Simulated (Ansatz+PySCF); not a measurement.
singlet HF: levels of theory in one basis

```csv
atom,x (Å),y (Å),z (Å)
H,0.0000,0.0000,-1.6150
F,0.0000,0.0000,0.1794
```

Basis set: 6-31G (spherical functions). Left uncorrelated: 1 orbital. Charge 0, multiplicity 1.

Computed with Ansatz (development build ahead of 0.2.0); each method stands on the lowest determinant of its kind that the runs found.

| method | E − E(RHF) (eV) | <S²> of the determinant |
| --- | --- | --- |
| RHF | 0.00 | 0.00 |
| UHF | -2.17 | 0.86 |
| RHF-MP2 | -4.78 | – |
| RHF-CCSD | -5.25 | – |
| UHF-CCSD | -5.24 | 0.86 |
| RHF-CCSD(T) | -5.40 | – |
| UHF-CCSD(T) | -5.37 | 0.86 |
| full CI (lowest root of this spin) | -5.40 | – |

What does UHF-MP2 give on the same scale?

-4.52 eV.

At such a shape the full CI root can have another spatial symmetry than the determinants, so the rows needn't describe one state.

Is a single determinant a sound starting point here?

It is doubtful. Unrestricted orbitals lower Hartree–Fock by 2.17 eV and <S²> is 0.86 where a pure state has 0.00, a sign of strong static correlation.

Caution for RHF, RHF-MP2, RHF-CCSD, RHF-CCSD(T): an unrestricted determinant lies well below. Caution for UHF, UHF-MP2, UHF-CCSD, UHF-CCSD(T): the unrestricted determinant is a mixture of spin states. Caution for RHF-MP2, UHF-MP2, RHF-CCSD, UHF-CCSD, RHF-CCSD(T), UHF-CCSD(T): large amplitudes, a single reference is doubtful. Caution for UHF-MP2, UHF-CCSD, UHF-CCSD(T): a plain start can end on a higher determinant. Caution for UHF-MP2: another reference gives a lower total. Caution for RHF-CCSD, RHF-CCSD(T): the amplitudes may be one of several solutions.
